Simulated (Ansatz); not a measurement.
Candidates: wurtzite AlN, zinc-blende CdS (metastable phase), wurtzite BN (high-pressure phase), zinc-blende GaN (metastable phase), zinc-blende MgS (metastable phase), wurtzite CdSe. Level: r²SCAN0 (Ansatz, a quantum-chemistry and plane-wave program, plane waves, PAW).

Ansatz's runs of these crystals have no spin polarisation.

Free atoms are spin-polarised, in the lowest state found; at levels without +SOC their spin–orbit coupling is left out. Each level is taken at its own relaxed cell. Ansatz's density-functional and Hartree–Fock values are scalar-relativistic unless marked +SOC, with PAW data made under PBE.

### Question
Order them by their cohesive energy at this level, smallest first.

### Answer
wurtzite CdSe (2.54 eV/atom), zinc-blende CdS (metastable phase) (2.78 eV/atom), zinc-blende MgS (metastable phase) (3.92 eV/atom), zinc-blende GaN (metastable phase) (4.32 eV/atom), wurtzite AlN (5.70 eV/atom), wurtzite BN (high-pressure phase) (6.68 eV/atom)…
